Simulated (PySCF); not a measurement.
# doublet H3NO+ at 3 levels

Aim: a comparison of 3 runs (UPBE0/STO-6G, UMP2/STO-6G, FCI/STO-6G) of doublet H3NO+. The job is set up through a Python script.

Program for the calculation: PySCF 2.14.0.

8 further runs of the same task are left out: 8 set aside as unsound or not needed.

## Step 1: The structure to begin with

H3NO+: 5 atoms, total charge +1, spin state doublet. SMILES of the parent species: `NO`. The coordinates come from a PBE0-D4/def2-TZVP relaxation. This is one conformer, not always the lowest. That shape belongs to the parent species and isn't relaxed for this state.

Bond lengths: N1–O2 1.422 Å, N1–H3 1.016 Å, N1–H4 1.016 Å, O2–H5 0.960 Å. Angles: N1–O2–H5 102.8°, O2–N1–H3 104.5°, O2–N1–H4 104.5°, H3–N1–H4 106.0°.

## Step 2: A single-point energy at UPBE0/STO-6G (run 1)

The input, run.py:

```python
from pyscf import gto, dft

molecule = gto.Mole()
molecule.atom = '''
N   -0.165120  -0.361290  -0.321170
O    0.364460   0.666040   0.508060
H   -0.162690  -1.190020   0.266770
H   -1.141650  -0.109840  -0.446210
H    1.105010   0.995100  -0.007440
'''
molecule.verbose = 4
molecule.basis = 'sto-6g'
molecule.spin = 1
molecule.max_memory = 1860
molecule.charge = 1
molecule.build()

mf = dft.UKS(molecule, xc='pbe0')
mf.conv_tol = 1e-10
mf.grids.level = 5
mf.kernel()
if not mf.converged:
    mf = mf.newton().run(mf.mo_coeff, mf.mo_occ)

etot = mf.e_tot
print('E(%s) = %.9f' % ('PBE0', etot))
```

Run with:

```bash
$ OMP_NUM_THREADS=1 python run.py
```

Output:

```text
PySCF version 2.14.0

[INPUT] num. atoms = 5
[INPUT] num. electrons = 17
[INPUT] charge = 1
[INPUT] spin (= nelec alpha-beta = 2S) = 1
[INPUT] symmetry False subgroup None
[INPUT] Mole.unit = angstrom
[INPUT] Symbol           X                Y                Z      unit          X                Y                Z       unit  Magmom
[INPUT]  1 N     -0.165120000000  -0.361290000000  -0.321170000000 AA   -0.312031577688  -0.682739151544  -0.606923339427 Bohr   0.0
[INPUT]  2 O      0.364460000000   0.666040000000   0.508060000000 AA    0.688729583359   1.258633188005   0.960094254847 Bohr   0.0
[INPUT]  3 H     -0.162690000000  -1.190020000000   0.266770000000 AA   -0.307439543205  -2.248811882755   0.504122238250 Bohr   0.0
[INPUT]  4 H     -1.141650000000  -0.109840000000  -0.446210000000 AA   -2.157405830110  -0.207567517522  -0.843214694042 Bohr   0.0
[INPUT]  5 H      1.105010000000   0.995100000000  -0.007440000000 AA    2.088166264906   1.880466466555  -0.014059562367 Bohr   0.0

[... 101 lines left out ...]
converged SCF energy = -130.734661108902  <S^2> = 0.75377292  2S+1 = 2.0037694
E(PBE0) = -130.734661109
```

Run time: 4.8 s. Hardware: 1 thread of Arm Neoverse V1, shared host; peak memory 0.18 GiB.

## Step 3: The energy at UMP2/STO-6G (run 2)

The input, job.py:

```python
from pyscf import gto, scf, mp

system = gto.M(
    atom='''
N   -0.165120  -0.361290  -0.321170
O    0.364460   0.666040   0.508060
H   -0.162690  -1.190020   0.266770
H   -1.141650  -0.109840  -0.446210
H    1.105010   0.995100  -0.007440
''',
    charge=1,
    spin=1,
    basis='sto-6g',
    verbose=3,
    max_memory=1860,
)

mf = scf.UHF(system)
mf.conv_tol = 1e-10
mf.kernel()
if not mf.converged:
    mf = mf.newton().run(mf.mo_coeff, mf.mo_occ)

pt = mp.MP2(mf, frozen=2).run()
e_final = pt.e_tot
print('Final energy', e_final)
```

Run with:

```bash
$ OMP_NUM_THREADS=1 python job.py
```

Output:

```text
converged SCF energy = -130.220530730712  <S^2> = 0.76045959  2S+1 = 2.0104324
E(UMP2) = -130.306508630952  E_corr = -0.085977900239805
E(SCS-UMP2) = -130.314007129318  E_corr = -0.0934763986054195
Final energy -130.3065086309519
```

Run time: 0.82 s. Hardware: 1 thread of Arm Neoverse V1, shared host; peak memory 0.12 GiB.

## Step 4: The energy at FCI/STO-6G (run 3)

The input, run.py:

```python
from pyscf import gto, scf, mcscf

mol = gto.M(
    atom='''
N   -0.165120  -0.361290  -0.321170
O    0.364460   0.666040   0.508060
H   -0.162690  -1.190020   0.266770
H   -1.141650  -0.109840  -0.446210
H    1.105010   0.995100  -0.007440
''',
    charge=1,
    max_memory=1860,
    spin=1,
    basis='sto-6g',
    verbose=4,
)

myscf = scf.ROHF(mol)
myscf.conv_tol = 1e-10
myscf.kernel()
if not myscf.converged:
    myscf = myscf.newton().run(myscf.mo_coeff, myscf.mo_occ)

cas = mcscf.CASCI(myscf, myscf.mo_coeff.shape[-1] - 2, (mol.nelec[0] - 2, mol.nelec[1] - 2))  # full CI above the frozen core
cas.fix_spin_(ss=0.75)
cas.kernel()
e_final = cas.e_tot
print(f'total energy: {e_final:.8f} hartree')
```

Run with:

```bash
$ OMP_NUM_THREADS=1 python run.py
```

Output:

```text
PySCF version 2.14.0

[INPUT] num. atoms = 5
[INPUT] num. electrons = 17
[INPUT] charge = 1
[INPUT] spin (= nelec alpha-beta = 2S) = 1
[INPUT] symmetry False subgroup None
[INPUT] Mole.unit = angstrom
[INPUT] Symbol           X                Y                Z      unit          X                Y                Z       unit  Magmom
[INPUT]  1 N     -0.165120000000  -0.361290000000  -0.321170000000 AA   -0.312031577688  -0.682739151544  -0.606923339427 Bohr   0.0
[INPUT]  2 O      0.364460000000   0.666040000000   0.508060000000 AA    0.688729583359   1.258633188005   0.960094254847 Bohr   0.0
[INPUT]  3 H     -0.162690000000  -1.190020000000   0.266770000000 AA   -0.307439543205  -2.248811882755   0.504122238250 Bohr   0.0
[INPUT]  4 H     -1.141650000000  -0.109840000000  -0.446210000000 AA   -2.157405830110  -0.207567517522  -0.843214694042 Bohr   0.0
[INPUT]  5 H      1.105010000000   0.995100000000  -0.007440000000 AA    2.088166264906   1.880466466555  -0.014059562367 Bohr   0.0

nuclear repulsion = 39.5936664123675
number of shells = 9
number of NR pGTOs = 78
number of NR cGTOs = 13
basis = sto-6g
ecp = {}

******** <class 'pyscf.scf.rohf.ROHF'> ********
method = ROHF
initial guess = minao
damping factor = 0
level_shift factor = 0
DIIS = <class 'pyscf.scf.diis.CDIIS'>
diis_start_cycle = 1
diis_space = 8
diis_damp = 0
SCF conv_tol = 1e-10
SCF conv_tol_grad = None
SCF max_cycles = 50
direct_scf = True
direct_scf_tol = 1e-13
num. doubly occ = 8  num. singly occ = 1
Set gradient conv threshold to 1e-05
init E= -130.568991213346
  HOMO = -0.239792733933067  LUMO = 0.270961736413929  gap/eV = 13.89834
cycle= 1 E= -130.12876734525  delta_E= 0.44  |g|= 0.465  |ddm|= 1.87
  HOMO = -0.638919654982536  LUMO = 0.0887806024529265  gap/eV = 19.80173
cycle= 2 E= -130.166413531785  delta_E= -0.0376  |g|= 0.313  |ddm|= 0.715
  HOMO = -0.561643774381767  LUMO = 0.101084065637902  gap/eV = 18.03374
cycle= 3 E= -130.210574856342  delta_E= -0.0442  |g|= 0.0633  |ddm|= 0.351
  HOMO = -0.545434269266675  LUMO = 0.121420806410818  gap/eV = 18.14605
cycle= 4 E= -130.215986811426  delta_E= -0.00541  |g|= 0.0399  |ddm|= 0.143
  HOMO = -0.560054970934602  LUMO = 0.118687413066291  gap/eV = 18.46952
cycle= 5 E= -130.218171701281  delta_E= -0.00218  |g|= 0.00858  |ddm|= 0.14
  HOMO = -0.559917097553656  LUMO = 0.117711740140918  gap/eV = 18.43922
cycle= 6 E= -130.218217504649  delta_E= -4.58e-05  |g|= 0.0035  |ddm|= 0.0172
  HOMO = -0.559949151858008  LUMO = 0.117976097370576  gap/eV = 18.44729
cycle= 7 E= -130.218249858186  delta_E= -3.24e-05  |g|= 0.00165  |ddm|= 0.0188
  HOMO = -0.561094460858127  LUMO = 0.117947095231592  gap/eV = 18.47766
cycle= 8 E= -130.218252027854  delta_E= -2.17e-06  |g|= 0.000267  |ddm|= 0.00449
  HOMO = -0.56090526477474  LUMO = 0.117916308157259  gap/eV = 18.47168
cycle= 9 E= -130.21825223768  delta_E= -2.1e-07  |g|= 2.56e-05  |ddm|= 0.00149
  HOMO = -0.560937179402642  LUMO = 0.11792588131048  gap/eV = 18.47280
cycle= 10 E= -130.218252239207  delta_E= -1.53e-09  |g|= 8.62e-06  |ddm|= 9.07e-05
  HOMO = -0.560934209750372  LUMO = 0.117928378038533  gap/eV = 18.47279
cycle= 11 E= -130.218252239356  delta_E= -1.49e-10  |g|= 2.99e-06  |ddm|= 3e-05
  HOMO = -0.560934048284188  LUMO = 0.117927682807885  gap/eV = 18.47277
cycle= 12 E= -130.218252239378  delta_E= -2.19e-11  |g|= 7.14e-07  |ddm|= 1.49e-05
  HOMO = -0.560933999870675  LUMO = 0.117927718323821  gap/eV = 18.47277
Extra cycle  E= -130.218252239379  delta_E= -5.68e-13  |g|= 4.55e-07  |ddm|= 1.25e-06
converged SCF energy = -130.218252239379

******** <class 'pyscf.mcscf.casci.CASCI'> ********
CAS (7e+6e, 11o), ncore = 2, nvir = 0
natorb = False
canonicalization = True
sorting_mo_energy = False
******** <class 'pyscf.fci.addons.SpinPenaltyFCISolver'> ********
max. cycles = 200
conv_tol = 1e-08
davidson only = True
linear dependence = 1e-12
level shift = 0.001
max iter space = 12
nroots = 1
pspace_size = 400
spin = None
Density matrix diagonal elements [1.99099955 1.9842137  1.97766215 1.95377614 1.93871668 1.99324868
 1.03484144 0.0580209  0.01941777 0.02469602 0.02440698]
CASCI converged
CASCI E = -130.339783635602  E(CI) = -51.6464528139966  S^2 = 0.7500000
total energy: -130.33978364 hartree
```

Wall time 3.6 s (1 thread of Arm Neoverse V1, shared host); peak memory 0.15 GiB.

## Step 5: Overview of the runs

| run | level | integration grid | frozen core orbitals | energy (Eh) | HOMO energy (eV) | LUMO energy (eV) | ⟨S²⟩ | wall time |
| --- | --- | --- | --- | --- | --- | --- | --- | --- |
| 1 | UPBE0/STO-6G | 5 | – | -130.734661 | -15.44 | -12.31 | 0.754 | 4.8 s |
| 2 | UMP2/STO-6G | – | 2 | -130.306509 | -20.95 | -5.89 | 0.760 | 0.82 s |
| 3 | FCI/STO-6G | – | 2 | -130.339784 | – | – | – | 3.6 s |

## Step 6: Outcome

| quantity | value |
| --- | --- |
| run 3: total energy | -130.33978 Eh |
| run 3: correlation energy (2 core orbitals frozen) | -121.5 mEh |

**Reading.** Against full CI in this basis: UMP2 +33.3 mEh. In runs 1, 2, 3 the basis is minimal, so the values are rough. All runs together took 9.2 s, the longest 4.8 s.
